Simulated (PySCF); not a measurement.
nitric oxide (NO), SMILES [N]=O, multiplicity 2.

The structure is a stationary point at B3LYP-D3(BJ)/def2-TZVPD.

Computed with B3LYP-D3(BJ)/def2-TZVPD run with PySCF.

Frequencies are harmonic and unscaled.

```
mode  ν (cm⁻¹)  IR (km/mol)  moving atoms (share of kinetic energy)
----  --------  -----------  --------------------------------------
1         1975         40.2                          N 53 %, O 47 %
```
